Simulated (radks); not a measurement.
# F⁴⁺ in [He] 2s2 2p1: an all-electron calculation

The task here is to estimate one member of a computed series from the others.

The numbers are computed with radks (a radial shooting solver on a logarithmic mesh, Libxc functionals) version 1 (Dirac Kohn-Sham, PBE, spin-unpolarised, spherical densities, finite nucleus; open shells fill j = l - 1/2 first), except any that are marked as measured or tabulated.

## Starting point

```
element            : fluorine (Z = 9)
charge             : +4
electrons          : 5
configuration      : [He] 2s2 2p1
nuclear rms radius : 2.8976 fm
```

The first run:

Input:

```text
Z 9
configuration [He] 2s2 2p1 3s0 3p0 3d0
relativity Dirac
functional pbe,pbe
spin unpolarised
j_filling energy
nucleus finite rms 2.8976 fm
c 137.035999084
```

One of the session's tables, all rows but one given; the rest of the session is left out.

It belongs to the step «Shells». Sizes of the orbitals, from the radial functions (bohr):

```
level     <r>  outermost maximum (interpolated)  90 % within  nodes
1s1/2  0.1758                             0.114        0.314      0
2s1/2       ?                                 ?            ?      ?
2p1/2  0.7723                             0.597         1.26      0
2p3/2  0.7733                             0.598         1.26      0
3s1/2   2.197                              2.04         3.20      2
```

**Question.** Estimate the row for 2s1/2.

The run gave: <r>: 0.8387; outermost maximum (interpolated): 0.698; 90 % within: 1.30; nodes: 1. In the column «<r>» it lies between 2p3/2 (0.7733) and 3s1/2 (2.197).

Caveats from the session: Spin polarisation and multiplet splitting are left out.
